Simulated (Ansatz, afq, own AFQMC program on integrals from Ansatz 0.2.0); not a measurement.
Two steps: Ansatz 0.2.0 writes the Fock matrix and Cholesky factors of the valence space, and afq projects on them the lowest state that overlaps trial and start.

```yaml
crystal:
  periodic: [false, false, false]
  atoms:
    - {symbol: Br, position_ang: [0.000000, 0.000000, -1.400667]}
    - {symbol: H, position_ang: [0.000000, 0.000000, 0.187333]}
    - {symbol: F, position_ang: [0.000000, 0.000000, 1.213333]}
basis:
  gaussian: {orbitals: cc-pVTZ}
magnetization: {spin_polarized: true, initial_magnetization: 1}
correlation: {method: ccsd_t, electrons: outside_noble_gas, hamiltonian_folder: ham}
```

```sh
$ ansatz run in.yaml --threads 1 --pin off --events-out ev --progress --plain --max-ram 24576MiB --backend cuda --devices 0, --max-vram 18GiB
```

afq runs on the folder ham with

```
--method phaseless --trial hf --walkers 2500 --populations 20 --least-time 40 --time-step 0.005 --steps-per-block 20 --equilibration-blocks 112 --max-blocks 4000 --target-error 0.00115 --factor-cut 1e-05 --start spin_pure --seed 6155 --taylor-order 6
```

Times are imaginary, in 1/Eh. The walk had a cap of 98 s. With eight or more populations the least sampling time is a fifth of least-time, and the error comes from their spread. Filled inner d shells are frozen with the cores.

```
orbitals 72  electrons 8 7  factors 486 of 550
reference energy -2672.44772236 Eh
CCSD correlation -0.43950543 Eh in 13 cycles, weight of the determinant in the CISD state 0.8876
energy of the start -2672.447852 Eh
 block  time / (1/Eh)  mean weight  energy / Eh
     1     0.100  1.0038  -2672.624834
     2     0.200  1.0036  -2672.713886
     3     0.300  1.0043  -2672.767338
     4     0.400  1.0028  -2672.798675
     5     0.500  1.0032  -2672.823293
     8     0.800  1.0017  -2672.866810
    15     1.500  1.0003  -2672.891812
    36     3.600  1.0002  -2672.900006
    57     5.700  0.9996  -2672.905768
    78     7.800  0.9999  -2672.898569
    99     9.900  0.9999  -2672.893905
   120    12.000  0.9981  -2672.905436
   141    14.100  1.0006  -2672.916208
   162    16.200  1.0000  -2672.894481
   183    18.300  0.9993  -2672.908751
   204    20.400  1.0008  -2672.906836
   225    22.500  1.0005  -2672.907059
   232    23.200  0.9994  -2672.881736
   246    24.600  0.9999  -2672.895597
   267    26.700  0.9986  -2672.903174
   281    28.100  0.9998  -2672.919707
   288    28.800  1.0003  -2672.904845
error from the spread of 20 populations
energy -2672.903700 +/- 0.001110 Eh
(rows thinned)
```

Q: Estimate how long the walk took on 1 × NVIDIA H100 80GB HBM3 with 2 threads of AMD EPYC 7R13 Processor (Zen 3), with other jobs on the host (the card was shared).

A: 54 s of wall time.

The run passed its tests (sampling time, drift between the halves within three errors, error under three times the target), which doesn't prove that it has relaxed. The second half of the sampling lies below the first by 1.5 errors of their difference, so the energy may still be moving and its error bar be too small.

Against this walk (error 30.2 meV) on the same determinant: CCSD(T) 95.4 meV higher, CCSDT(Q) 65.1 meV higher, a separate phaseless walk with a CISD trial and standard settings 82.6 ± 30.7 meV higher. The error is statistical and leaves out the bias of the constraint.

Cautions: constraint bias not in the error; no relativity below Rb; no spin-orbit coupling; inner d shell frozen.

CCSDT and higher add their correlation energy to the determinant of the CCSD(T) run, since their own runs factorise the integrals more tightly (a shift of under 2 meV). A walk keeps the symmetry of its determinant, which the program's search chose and which needn't be the lowest solution, so a lower state of the same spin and another symmetry isn't excluded.
